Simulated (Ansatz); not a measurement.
What a trial cell of Nb₂Br relaxes into

Computed with Ansatz 0.2.0, DFT PBE, scalar-relativistic, plane waves, PAW. Cutoff 420 eV, Γ-centred k mesh, Gaussian smearing, no spin polarisation in the final step.

The start puts Nb₂Br on the anti-cadmium chloride structure type (R-3m, No. 166), with Br in place of Cd, Nb in place of Cl, at a guessed volume.

```
CELL_PARAMETERS angstrom
1.82404 1.05311 5.50906
-1.82404 1.05311 5.50906
0.00000 -2.10622 5.50906
ATOMIC_POSITIONS crystal
Nb 0.75000 0.75000 0.75000
Nb 0.25000 0.25000 0.25000
Br 0.00000 0.00000 0.00000
```

Steps on the 6×6×6 mesh (3 atoms). 9 of 10 steps are shown, and the free energy counts from the last. Trial steps that were taken back and renewals of the plane-wave basis can be among the rows.

| step | ΔF (meV/atom) | V (Å³/atom) | P (GPa) | largest force component (eV/Å) |
| --- | --- | --- | --- | --- |
| 1 | 996.8 | 21.16 | -3.54 | 1.589 |
| 2 | 729.1 | 19.56 | 1.15 | 2.219 |
| 3 | 573.7 | 18.43 | 11.72 | 0.954 |
| 4 | 397.6 | 19.28 | 9.70 | 1.732 |
| 5 | 228.0 | 20.09 | 2.04 | 0.005 |
| 6 | 105.7 | 20.24 | 1.04 | 0.230 |
| 7 | 23.1 | 20.08 | 0.56 | 0.193 |
| 8 | 1.2 | 20.24 | -0.15 | 0.108 |
| 10 | 0.0 | 20.25 | 0.14 | 0.006 |

A final relaxation ran on a 18×18×18 mesh. The relaxed crystal, R-3m (No. 166):

Space group R-3m:H (No. 166). a = 3.306 Å, b = 3.306 Å, c = 19.272 Å, α = 90.00°, β = 90.00°, γ = 120.00°
| atom | site | symmetry | x | y | z |
| --- | --- | --- | --- | --- | --- |
| Nb | 6c | 3m | 0.0000 | 0.0000 | 0.7842 |
| Br | 3a | -3m | 0.0000 | 0.0000 | 0.0000 |

For Nb₂Br, the volume per atom is 20.27 Å³, the density is 7.25 g/cm³ and the energy over the elements is 0.13 eV/atom. The gap on the 18×18×18 mesh is 0 eV (a metal).

Formation energies are uncorrected and refer to the elements' standard structures at the same level.

The final run used a 18×18×18 mesh on its 3-atom cell and 0.10 eV smearing. For metals, differences of a few meV/atom aren't resolved.

Symmetry constrained the relaxation, so the result can be a saddle point.

Cost: 3 runs of about 2.8 core-minutes in all, on Intel Xeon Platinum 8488C (Sapphire Rapids) (shared hosts).